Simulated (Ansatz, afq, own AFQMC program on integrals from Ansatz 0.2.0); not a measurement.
## Where AFQMC and coupled cluster stand for B, doublet

A free B atom.

Basis aug-cc-pVTZ. Only valence electrons are correlated. Integrals, coupled cluster, full CI and functionals: Ansatz 0.2.0; the random walks run on the same integrals in our own AFQMC program. ph-AFQMC/CISD is guided by a CISD state made of CCSD amplitudes; releasing the constraint for a short imaginary time cuts its bias at the price of noise, slowly where states lie close. Free projection: walkers drawn from exp(T), propagated without any constraint. Its projection time is finite, and what remains of the start isn't in its error. Error bars are statistical, one sigma.

Determinant: UHF, the one that the program's search chose, which needn't be the lowest solution.

Full CI on the same integrals is exact in this basis and with this determinant's frozen core.

```
T1 diagnostic                               : 0.0144
weight of the determinant in the CISD state : 0.931
⟨S²⟩ of the determinant                     : 0.761
size of the correlated space                : 3 electrons in 45 orbitals
```

Reference: full CI, correlation energy -1.816 eV. The released energy is read at 2.40 1/Eh (meV from the phaseless value at times in 1/Eh: -5 ± 3 at 0.24, -2.6 ± 0.6 at 0.51, -3.2 ± 0.5 at 0.99, -5.9 ± 1.7 at 1.62, -5.1 ± 0.5 at 2.40).

```tsv
level	E − E(reference) (kcal/mol)	share of correlation (%)
HF	41.87	0.00
MP2	14.00	66.55
CCSD	1.13	97.30
CCSD(T)	0.28	99.34
ph-AFQMC/HF	3.36 ± 0.33	91.98
ph-AFQMC/CISD	0.13 ± 0.02	99.68
released AFQMC	0.02 ± 0.01	99.96
free AFQMC	0.01 ± 0.008	99.97
```

Free projections are given only where their last times agree within the noise and don't stop above the reference; a slow remainder of the start can still hide under it. A walk keeps the symmetry of its determinant, which the program's search chose and which needn't be the lowest solution, so a lower state of the same spin and another symmetry isn't excluded. Released energies are given only where the last usable release times agree within the noise; a slower fall can still hide under it.
